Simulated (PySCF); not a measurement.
Compound: C₃HF₃.
Numbering: `[CH:1]#[C:2][C:3]([F:4])([F:5])[F:6]` (hydrogens: H7 on C1)

Structure used (PBE0-D3(BJ)/def2-TZVP), in Å, numbered top down from 1:
```xyz
7
C3HF3 angstrom
C      1.748   -0.022   -0.021
C      0.553   -0.008   -0.013
C     -0.908    0.006   -0.001
F     -1.407   -0.730   -0.997
F     -1.386   -0.485    1.146
F     -1.381    1.247   -0.138
H      2.814   -0.035   -0.027
```

All values: wB97X-D/pcSseg-2 (PySCF, non-relativistic), on one gas-phase PBE0-D3(BJ)/def2-TZVP geometry that isn't relaxed in the solvent. The solvent is an IEF-PCM continuum (van der Waals radii × 1.2). The model holds no explicit solvent molecules, cavitation or dispersion.

Gas phase at wB97X-D/pcSseg-2: HOMO -11.25 eV, LUMO 1.54 eV, dipole 2.36 D.

Q: What does the continuum do to the energy, the frontier levels and the dipole at wB97X-D/pcSseg-2 in chloroform?

A: 
```tsv
solvent	ε	E(solvent) − E(gas) (kcal/mol)	polarisation term (kcal/mol)	distortion of the solute (kcal/mol)	HOMO (eV)	LUMO (eV)	dipole (D)
chloroform	4.711	-2.01	-2.22	0.21	-11.11	1.70	2.75
```

The first energy column is the sum of the next two and covers electrostatics alone.

Q: Which radius a makes the point-dipole formula ΔE = −[(ε − 1)/(2ε + 1)]·μ²/a³ give the value in chloroform, with the gas-phase dipole?

A: μ = 0.929 au and |ΔE| = 0.00320 Eh give a = 2.42 Å; the farthest nucleus lies 2.81 Å from the centroid of the nuclei, so such a sphere wouldn't even hold the nuclei. The formula assumes a rigid point dipole at the centre of a sphere.

Q: Give the dipole vector in the frame of the coordinates (D, pointing from negative to positive charge), gas and chloroform.

A: Gas (2.36, -0.02, -0.02), solvent (2.75, -0.03, -0.02). Its length changes by +17 % and its direction by less than 1°.

Note: wB97X-D ran without an empirical dispersion term, which enters the total energy and its gradient alone.
